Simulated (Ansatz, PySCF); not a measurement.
Molecule: ketene, C2H2O (charge 0, singlet). SMILES: C=C=O
Geometry from a B3LYP-D3(BJ)/def2-TZVP (Ansatz, a first-principles code) optimisation:
```xyz
5

C      0.0091     0.0017    -1.2056
C     -0.0008    -0.0001     0.1027
H      0.0282     0.9401    -1.7377
H     -0.0018    -0.9351    -1.7406
O     -0.0096    -0.0018     1.2620
```

Harmonic wavenumbers (cm⁻¹) at HF/6-31G* (Ansatz, at its own minimum) and at B3LYP-D3(BJ)/def2-TZVP (PySCF, at the structure above). 6-31G* holds six Cartesian d functions. Modes are numbered in rising order, 9 in all, and paired by that order; shown are modes over 250 cm⁻¹ that lie over 6 % from every other mode at both levels, one of each degenerate set, at most eight drawn at random. The second level is harmonic too, so this factor is not the one that brings values to measured fundamentals.

```
mode  HF/6-31G* (x)  B3LYP-D3(BJ)/def2-TZVP (y)
----  -------------  --------------------------
1               491                         445
2               622                         553
4              1112                         992
5              1266                        1172
6              1567                        1415
7              2377                        2217
```

Problem. Fit one scale factor, y = λ·x, by least squares, and use it for mode 3, which lies at 723 cm⁻¹ at HF/6-31G*.

Solution. λ = Σxy/Σx² = 10636431/11572883 = 0.9191; the rows scatter about it by 23 cm⁻¹ (root mean square). Prediction for mode 3: 665 cm⁻¹. The wavenumber at B3LYP-D3(BJ)/def2-TZVP is 595 cm⁻¹, so the fit misses by +70 cm⁻¹, against +128 cm⁻¹ without it. The fit is meant for this molecule alone.
